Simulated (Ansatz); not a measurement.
**SiO₂ (triplet): the correlation ladder at a displaced geometry (v1), cc-pVDZ**

The task here is to estimate one member of a computed series from the others.

The runs use Ansatz 0.2.0, Gaussian basis; cc-pVDZ, core rule «outside noble gas», up to 7 orbitals frozen.

The runs, in order: UHF; CCSD(T) on ROHF; CCSD(T) on UHF; BCCD(T) on ROHF; CISD as a restricted active space (open shells left free, so some higher excitations enter); CCSDT(Q) on ROHF; CCSDT(Q) on UHF.

35 further runs of the same task are left out: 12 for a known fault of the program, 7 that didn't finish, 16 set aside as unsound or not needed. Runs told in other sessions of the task aren't counted.

## The system

The geometry is a PBE0/def2-TZVP stationary point (not a proven minimum) with its atoms shifted at random (size 0.040 Å).

3 atoms, charge 0, spin multiplicity 3.

Atoms are counted from 1 here; the program's logs count them from 0.

Bond lengths: O1–O2 1.341 Å, O2–Si3 1.727 Å. Angles: O1–O2–Si3 116.7°.

The first run:

Input file in.yaml:

```yaml
crystal:
  periodic: [false, false, false]
  atoms:
    - {symbol: O, position_ang: [-0.021809, -0.361750, 1.483947]}
    - {symbol: O, position_ang: [-0.022642, 0.532613, 0.485337]}
    - {symbol: Si, position_ang: [0.025322, -0.097335, -1.121838]}
basis:
  gaussian: {orbitals: cc-pVDZ}
magnetization: {spin_polarized: true, initial_magnetization: 2}
hamiltonian: {xc: hf}
output: {orbitals: {seedname: orbitals}}
```

On the command line:

```console
$ ansatz run in.yaml --threads 1 --pin off --events-out ev --progress --plain --max-ram 2393MiB
```

Among the steps run: UHF; CCSD(T) on ROHF; CCSD(T) on UHF; BCCD(T) on ROHF; CISD as a restricted active space (open shells left free, so some higher excitations enter); CCSDT(Q) on ROHF; CCSDT(Q) on UHF.

One table of the session follows, with a row left open; its other results are not shown here.

```
   method  from UCCSDT(Q) (kcal/mol)
     ROHF                    +279.57
      UHF                    +273.13
     RMP2                     +27.71
     UMP2                          ?
     CISD                     +38.35
    RCCSD                      +9.76
    UCCSD                      +9.60
 RCCSD(T)                      +1.80
 UCCSD(T)                      +1.81
  BCCD(T)                      +1.73
   RCCSDT                      +1.09
   UCCSDT                      +1.06
RCCSDT(Q)                      +0.12
UCCSDT(Q)                          0
```

Q: Estimate the row for UMP2 from the others.

As computed: from UCCSDT(Q) (kcal/mol): +28.59. In the column «from UCCSDT(Q) (kcal/mol)» it lies between RMP2 (+27.71) and CISD (+38.35).

To keep in mind: Restricted and unrestricted rows rest on different reference determinants; a gap between their highest levels can come from leftover correlation error, from unlike frozen cores or from another state.
